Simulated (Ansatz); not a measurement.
Born–Oppenheimer molecular dynamics of CClSi (3 atoms, charge -1, multiplicity 1). It starts from a relaxed structure.

Theory: Ansatz, UKS PBE-D4/def2-SVP.

* ensemble: NVT, Langevin thermostat
* time step: 2 fs
* steps asked: 100
* set temperature: 2000 K
* friction: 0.005 /fs
* seed: 860053

First frame:

```xyz
3
Properties=species:S:1:pos:R:3
C 1.401 0.889 0.867
Si 0.128 0.082 0.079
Cl -1.529 -0.971 -0.946
```

(1) How far do the bonds stretch over the last three quarters of this one trajectory? (Pairs bonded in most of those frames.)

Results:

(1) 
```
   bond  mean (Å)  spread (Å)  shortest  longest
 C1–Si2     1.761       0.099      1.58     1.97
Si2–Cl3     2.238       0.136      2.03     2.47
```

Mean temperature of the second half: 2225 K. The mean temperature of the second half is 11 % above the set value. A run of 0.2 ps of so small a system gives no equilibrium averages. Limits of this set-up: an anion without diffuse functions, the dipole of an ion depends on the origin.

The run took 3.6 min on 1 thread of Arm Neoverse V1, with other jobs on the host, peak memory 0.11 GiB.
